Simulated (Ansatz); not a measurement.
Input for Ansatz (development build ahead of 0.2.0):

```yaml
crystal:
  periodic: [false, false, false]
  atoms:
    - { symbol: Si, position_ang: [0.11117, 0.02647, -0.03099] }
    - { symbol: H, position_ang: [-0.17251, 1.12475, -0.93404] }
    - { symbol: H, position_ang: [-1.35579, -0.44728, 0.53101] }
    - { symbol: H, position_ang: [0.85706, 0.42258, 1.14695] }
    - { symbol: H, position_ang: [0.65049, -1.14474, -0.69491] }
basis:
  gaussian: { orbitals: def2-SVP }
total_charge: 1
magnetization:
  spin_polarized: true
  initial_magnetization: 1
hamiltonian:
  xc: hf
correlation:
  method: mp2
  frozen_orbitals: { H: 0, Si: 5 }
output:
  forces: true
```

The input is written out in the form of the current development build from the run's settings.

The run gave:

* Converged: yes
* Reference energy: -290.73967 hartree
* Correlation energy: -0.09077 hartree
* Total energy: -290.83044 hartree
* Spin squared of the determinant: 0.755
* Stability test: minimum

Forces (eV/Å):
| atom | Fx | Fy | Fz |
| --- | --- | --- | --- |
| Si1 | 3.012 | 0.968 | -1.169 |
| H2 | -0.842 | 0.305 | -0.164 |
| H3 | -1.385 | -0.448 | 0.528 |
| H4 | -0.338 | -0.036 | 0.846 |
| H5 | -0.446 | -0.788 | -0.041 |

Caution: MP2 on this radical cation hangs on the determinant chosen.
